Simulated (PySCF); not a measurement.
Here is a computed PBE0-D3(BJ)/def2-SVP geometry (Å):
```
atom  x, y, z in Å
S1     0.4300    1.9483    0.8818
C2     0.1526    0.3068    0.3230
C3     0.9544   -0.5373   -0.6214
C4    -0.4416   -0.1331   -0.9546
C5    -1.1023   -0.5140    0.3267
H6     0.9848    1.6343    2.0755
H7     1.1672   -1.5838   -0.3573
H8     1.7598   -0.0236   -1.1567
H9    -0.8204    0.4565   -1.7884
H10   -1.0601   -1.5585    0.6695
H11   -2.0218    0.0205    0.5871
```

Neutral, closed shell.

Q: Read off the bonds between heavy atoms and their formal orders.

A: S1–C2 1.76 Å (single); C2–C3 1.50 Å (single); C3–C4 1.49 Å (single); C4–C5 1.49 Å (single); C2–C4 1.48 Å (single); C2–C5 1.50 Å (single). Bonds to hydrogen (Å): S1–H6 1.35; C3–H7 1.10; C3–H8 1.10; C4–H9 1.09; C5–H10 1.10; C5–H11 1.10.

Q: Give the structure as a SMILES string.

A: `S[C@]12C[C@H]1C2`, C4H6S. Among its features: thiol and cyclopropane ring.

Q: Name the point group.

A: Cs (every atom within 0.08 Å of its image).

Q: Which rings does it hold (smallest set)?

A: C2–C3–C4 (3 members); C2–C4–C5 (3 members).

Q: Describe the place of each heavy atom.

A: S1: thiol sulfur; C2: sp3 carbon bound to sulfur; C3/C5: three-membered-ring carbon; C4: sp3 carbon at a ring junction.

Q: What is the arrangement about C4?

A: It has 4 neighbours (C3, C5, C2, H9) and has angles from 60.7° to 130.0°.

Q: What is the arrangement about C2?

A: It has 4 neighbours (S1, C3, C4, C5) and has angles from 60.1° to 130.0°.
